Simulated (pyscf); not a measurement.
Single points on ωB97X-D3(BJ)/def2-SVP structures (PySCF, gas phase).

### Question
PBE/def2-TZVP puts the barrier of H₂O (SMILES O) + HO–SiH(OH)–F (SMILES O[SiH](O)F) → HO–SiH(OH)–OH (SMILES O[SiH](O)O) + HF (SMILES F) (four-centre exchange; singlet surface; H–O, F–Si broken, O–Si, F–H formed) at 0.82 eV and the reaction energy at +0.47 eV, from the separated reactants. What do PBE0-D3(BJ)/def2-TZVP, M06-2X/def2-TZVP, ωB97M-D3(BJ)/def2-TZVP give on the same structures?

### Answer
PBE0-D3(BJ): ΔE‡ = 0.89 eV, ΔE = +0.44 eV; M06-2X: ΔE‡ = 0.96 eV, ΔE = +0.44 eV; ωB97M-D3(BJ): ΔE‡ = 0.96 eV, ΔE = +0.46 eV. PBE's barrier lies under all of them, by 0.06 to 0.14 eV. Its reaction energy lies over all of them, by 0.01 to 0.03 eV. On the product side the descent ends in a bound adduct, 0.47 eV under the separated species and 1.00 eV under the saddle at ωB97X-D3(BJ)/def2-TZVP. This is the saddle that the search found; another between the same sides may lie lower.
